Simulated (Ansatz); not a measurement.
Results of RPBE in Ansatz (PAW) for rock-salt RbBr.

Settings: plane-wave cutoff 520 eV, 8×8×8 k mesh, Fermi–Dirac smearing 0.01 eV, scalar-relativistic PAW data made under PBE.

The direct gap at Γ against volume; x = 100 ln(V/47.709 Å³). One gap is withheld.

```csv
V (Å³/atom),x,gap (eV)
44.846,-6.19,4.419
45.800,-4.08,4.366
46.754,-2.02,4.315
47.709,0.00,4.266
48.663,1.98,4.218
49.617,3.92,4.171
50.571,5.83,?
```

Task: Fit a straight line to the rows shown, give the volume deformation potential and predict the withheld gap.

Result: Means of the 6 rows: x̄ = -1.065, ȳ = 4.2925 eV. Σ(x − x̄)(y − ȳ) = -1.7522 and Σ(x − x̄)² = 71.524, so the slope is -0.0245 eV per unit of x, and dE_g/d ln V = -2.5 eV. At x = 5.83: 4.2925 + (-0.0245) × (5.83 − (-1.065)) = 4.124 eV. The run gives 4.126 eV, 0.002 eV above the line.

Measured, for comparison: band gap 7.2 eV (temperature not stated, not corrected to a static lattice; as tabulated in Aguado et al. (1998), arXiv:cond-mat/9809176).

Spin–orbit coupling is not included.

Note: the cell is over a tenth larger than the published one: the level's own overestimate first of all, though another phase or state, or a fault of the published cell, is possible.

Ansatz is a first-principles code.
